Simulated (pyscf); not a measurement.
7 gas-phase steps of one pattern: 1,1-elimination on the singlet surface, Al/Ga/In–F/Cl/Br/I, Al/Ga/In–H broken and F/Cl/Br/I–H formed. Single points on ωB97X-D3(BJ)/def2-SVP structures (PySCF, gas phase). MP2 and CC: frozen core, UHF for open shells. ΔMP2 is the change of the MP2 total energy from the triple- to the quadruple-zeta basis. Electronic energies in kcal/mol, from the reactant's lowest minimum found; ΔE‡ and ΔE at CCSD(T)/def2-TZVPP + ΔMP2(QZVPP). Rows were drawn at random from the steps of this pattern with a verified saddle, stable references and no exit in the data more than 5 kcal/mol lower.

```tsv
row	step	ΔE	ΔE‡
1	HO–InH–F (SMILES [OH][InH][F]) -> HO–In (SMILES [OH][In]) [singlet] + HF (SMILES F)	-1.1	40.9
2	Cl–InH–Cl (SMILES [Cl][InH][Cl]) → HCl (SMILES Cl) + Cl–In (SMILES [Cl][In]) [singlet]	+6.8	?
3	HO–InH–Cl (SMILES [OH][InH][Cl]) → HO–In (SMILES [OH][In]) [singlet] + HCl (SMILES Cl)	+12.5	43.6
4	F–GaH–F (SMILES [F][GaH][F]) → F–Ga (SMILES [F][Ga]) [singlet] + HF (SMILES F)	+15.9	55.4
5	F–InH₂ (SMILES [F][InH2]) → InH (SMILES [InH]) [singlet] + HF (SMILES F)	+16.0	44.0
6	HO–GaH–F (SMILES [OH][GaH][F]) → HO–Ga (SMILES [OH][Ga]) [singlet] + HF (SMILES F)	+23.9	57.3
7	Cl–GaH₂ (SMILES [Cl][GaH2]) → HCl (SMILES Cl) + GaH (SMILES [GaH]) [singlet]	+47.5	58.3
```

Q: From a straight line through the complete rows, estimate the missing barrier and say how far the line can be trusted.

A: Over the 6 complete rows the means are +19.1 (ΔE) and 49.9 (ΔE‡); least squares gives b = 0.38 and a = 42.7 kcal/mol, with residuals of 4.5 kcal/mol (root mean square; largest 6.7, row 4). For row 2: 42.7 + 0.38 × (+6.8) = 45.3 kcal/mol. The computed barrier is 42.7 kcal/mol, 2.6 under the line. The scatter is large against the spread of the barriers, so the line says little here. Each barrier is that of the saddle found. The CCSD(T) − MP2 part came from Ansatz, without density fitting, on the same reference. The frozen core leaves the outer d or s,p core shells of the metals and heavy elements correlated in the MP2 and CC values, and def2-TZVPP describes them poorly, which can shift differences by a few kcal/mol. Elements up to Kr have no core potential and no relativistic terms here. Elements past Kr carry the def2 core potentials, without spin-orbit coupling.
